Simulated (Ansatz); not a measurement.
Bulk modulus (GPa) of solids drawn from the class of elemental solids other than molecular ones, at two levels: PBE in Ansatz (PAW), and PBEsol (plane waves, PAW; Ansatz, a program for electronic structure).

| solid | PBE | PBEsol | shift (%) |
|---|---|---|---|
| bcc Rb | 2.78 | 2.95 | +6.1 |
| fcc Pb | 39.2 | 47.2 | +20 |
| bcc Nb | 169 | 181 | +7.1 |
| double-hcp La | 25.0 | 26.7 | +6.8 |
| hcp Ru | 311 | 346 | +11.3 |
| bcc Fe | 197 | 224 | +13.7 |

The shifts run from +6.1 % to +20 %, with a median of +9.2 %.

Over all 6 rows PBEsol is the larger in 6.

Ansatz's runs of these crystals have no spin polarisation, but for bcc Fe.

Density-functional runs with spin start from parallel moments for bcc Fe.

Spin–orbit coupling is left out, also for the solids with elements from indium on (fcc Pb, double-hcp La); its size isn't shown.

Each level is taken at its own relaxed cell. Ansatz's density-functional and Hartree–Fock values are scalar-relativistic unless marked +SOC, with PAW data made under PBE.
